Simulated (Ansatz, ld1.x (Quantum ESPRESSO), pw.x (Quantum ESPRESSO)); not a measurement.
# From atom to crystal: TM potential for lanthanum (La)

* Element: lanthanum (La)
* Generator: ld1.x (Quantum ESPRESSO) 7.5
* Type: norm-conserving Troullier–Martins (Kleinman–Bylander form)
* Functional: PBEsol
* Relativity: scalar-relativistic
* Frozen core: [Xe]
* Valence charge: 3
* Reference configuration: 4f0 5d1 6s2 6p0
* Partial waves: 6s (bound): rc 3.90 bohr; 5d (bound): rc 2.25 bohr; 4f (bound, empty): rc 1.05 bohr; 6p (bound, empty): rc 4.00 bohr
* Local potential: the p channel
* Core correction: a·sin(br)/r model core, default radius (core density twice the valence density)

Crystal test: bcc La in pw.x 7.5, no spin, 11³ k-points, Fermi–Dirac smearing 0.01 Ry, cutoffs 50/200 Ry. The reference is all-electron LAPW (Ansatz 0.2.0) with the same functional, mesh and smearing; V0 and B0 come from Birch–Murnaghan fits to the pressures at five volumes. Errors are pseudo minus all-electron; Δ is the rms difference of the E(V) curves that follow from these fits, minima aligned, over ±6 % about the mean V0. Mesh and smearing are coarse, so the numbers serve the comparison and aren't converged zero-temperature values; the lattice is a test structure that the element need not adopt.

```
V (Å³/atom)  P all-electron (GPa)  P pseudo (GPa)
     33.188                  1.59           14.90
     34.062                  0.81           12.92
     34.935                  0.10           11.13
     35.808                 -0.56            9.50
     36.682                 -1.15            8.03
```

All-electron: a0 = 4.124 Å (V0 = 35.06 Å³/atom), B0 = 27.1 GPa.

Pseudopotential: mean pressure error (GPa): +11.14. The pressure does not cross zero within the volumes sampled, so no fit is given. The largest radius (4.00 bohr) exceeds half the bond length (3.37 bohr), so the spheres overlap, which is one possible source of error among others. This is a poor potential for the solid. Atomic configuration tests: 1 of 7 tests not solved or not reliable. The logarithmic derivative shows an extra or strongly shifted pseudo pole above the reference energy (s near 0.05 Ry).

**Question.** At the middle volume, how do free energy and pressure move when the wave cutoff is lowered (ecutrho kept at four times it)?

**Answer.**

```tsv
cutoff (Ry)	shift of F (meV/atom)	shift of P (GPa)
22	+5.3	+0.03
30	+2.4	+0.04
40	+1.3	+0.02
```

The run at the middle volume (56 k-points, 7 iterations) took about 4.7 s on one core of a shared host (Neoverse-V2, 96 threads, 371 GiB, load 53).
